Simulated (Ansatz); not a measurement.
Candidates: CaMoO4 (I4₁/a, No. 88), rock-salt MgO, SrMoO4 (I4₁/a, No. 88), CdCO3 (R-3c, No. 167), cubic perovskite BaHfO3, SiO2 (P4₁2₁2, No. 92). Level: r²SCAN+rVV10 (Ansatz, a program for electronic structure, plane waves, PAW).

Spin–orbit coupling is left out, also for the solids with elements from indium on (cubic perovskite BaHfO3); its size isn't shown.

The solid named is at each level's own relaxed cell; a reference phase can be a single point on another level's cell. Ansatz's density-functional and Hartree–Fock values are scalar-relativistic unless marked +SOC, with PAW data made under PBE.

Task: Which of them have a computed enthalpy of formation between -3.4 and -2.9 eV/atom?

Result: rock-salt MgO, SiO2 (P4₁2₁2, No. 92). The values: CaMoO4 (I4₁/a, No. 88) -2.795 eV/atom; rock-salt MgO -3.026 eV/atom; SrMoO4 (I4₁/a, No. 88) -2.809 eV/atom; CdCO3 (R-3c, No. 167) -1.547 eV/atom; cubic perovskite BaHfO3 -3.727 eV/atom; SiO2 (P4₁2₁2, No. 92) -3.039 eV/atom.
